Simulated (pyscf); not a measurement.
PySCF, gas phase, ωB97X-D3(BJ)/def2-SVP geometries.

Q: PBE/def2-TZVP puts the barrier of •H₂C–Cl + hydrogen (H₂) → chloromethane (H₃C–Cl) + H atom (H•) (hydrogen abstraction; doublet surface; H–H broken, C–H formed) at 8.4 kcal/mol and the reaction energy at +2.6 kcal/mol, from the separated reactants. What do r²SCAN/def2-TZVP, PBE0-D3(BJ)/def2-TZVP, ωB97M-D3(BJ)/def2-TZVP give on the same structures?

A: r²SCAN: ΔE‡ = 11.2 kcal/mol, ΔE = +6.3 kcal/mol; PBE0-D3(BJ): ΔE‡ = 10.3 kcal/mol, ΔE = +1.5 kcal/mol; ωB97M-D3(BJ): ΔE‡ = 13.7 kcal/mol, ΔE = +1.9 kcal/mol. PBE's barrier lies under all of them, by 1.9 to 5.2 kcal/mol. Its reaction energy lies among theirs. This is the saddle that the search found; another between the same sides may lie lower. The angle at the transferred H is 180°.
